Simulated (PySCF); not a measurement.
All values below come from PBE0-D3(BJ)/def2-TZVP in PySCF 2.14.0. All species are isolated molecules in the gas phase. 

Reference species (SMILES): `[F]` (neutral, multiplicity 2).

```yaml
highest_occupied_spin_orbital: -12.46 eV
```

Changed species: `[F][In][F]` (radical fragment; the reference has radical fragment).

**Question.** Give the shifts of the highest occupied spin orbital.

**Answer.** the highest occupied spin orbital increases by 4.79 eV, to -7.67 eV.
